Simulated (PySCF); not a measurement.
Molecule: SMILES CN=C, C$_{2}$H$_{5}$N.

Molfile (atoms numbered from 1):
```
C2H5N
     RDKit          3D

  8  7  0  0  0  0  0  0  0  0999 V2000
    1.1706   -0.2615    0.5345 C   0  0  0  0  0  0  0  0  0  0  0  0
    0.0888   -0.7628    0.1234 N   0  0  0  0  0  0  0  0  0  0  0  0
   -0.9270    0.1163   -0.3799 C   0  0  0  0  0  0  0  0  0  0  0  0
    1.9615   -0.9189    0.9244 H   0  0  0  0  0  0  0  0  0  0  0  0
    1.3826    0.8285    0.5252 H   0  0  0  0  0  0  0  0  0  0  0  0
   -0.6533    1.1910   -0.3576 H   0  0  0  0  0  0  0  0  0  0  0  0
   -1.1712   -0.1668   -1.4167 H   0  0  0  0  0  0  0  0  0  0  0  0
   -1.8519   -0.0258    0.2024 H   0  0  0  0  0  0  0  0  0  0  0  0
  1  2  2  0
  2  3  1  0
  1  4  1  0
  1  5  1  0
  3  6  1  0
  3  7  1  0
  3  8  1  0
M  END
```

Spin–spin couplings on one PBE0-D3(BJ)/def2-SVP geometry, PySCF 2.14, gas phase, non-relativistic, equivalent pairs averaged; isotopes ¹³C, ¹H, ¹⁵N; functional B3LYP.

Problem. How do the couplings (Hz) change with the basis set? Times are CPU seconds on shared hosts with different chips, so compare them loosely. Far from the basis limit: 6-31G*, pcJ-0, 6-31G-J, def2-TZVP, cc-pVTZ.

Solution. 
| basis set | functions | ¹J(C1,H4) | ¹J(C1,H5) | ¹J(C3,H6) | ¹J(C1,N2) | ²J(H4,H5) | ²J(H6,H7) | ²J(N2,H4) | core-s |
| --- | --- | --- | --- | --- | --- | --- | --- | --- | --- |
| 6-31G* | 52 | 182.4 | 158.9 | 145.8 | -12.6 | 16.3 | -15.3 | -8.6 | 2.9 |
| pcJ-0 | 54 | 165.7 | 139.8 | 118.2 | 5.0 | 15.9 | -13.7 | -10.0 | 2.7 |
| 6-31G-J | 56 | 199.2 | 163.4 | 143.6 | -1.5 | 16.7 | -17.1 | -13.0 | 2.9 |
| def2-TZVP | 123 | 180.7 | 152.7 | 131.7 | -4.7 | 18.2 | -12.4 | -11.7 | 7.2 |
| pcJ-1 | 131 | 190.6 | 160.4 | 139.5 | -6.7 | 19.4 | -14.2 | -11.6 | 5.8 |
| cc-pVTZ | 160 | 172.5 | 145.2 | 124.0 | -10.6 | 18.2 | -11.6 | -10.4 | 9.9 |
| aug-cc-pVTZ-J | 238 | 193.3 | 164.1 | 141.0 | -5.7 | 21.2 | -14.7 | -12.2 | 17 |
| pcJ-2 | 273 | 191.2 | 161.9 | 139.4 | -5.5 | 21.1 | -14.3 | -12.0 | 21 |

The Fermi-contact term samples the wavefunction at the nucleus, which is why sets with added tight s functions (names with J) are made for couplings.
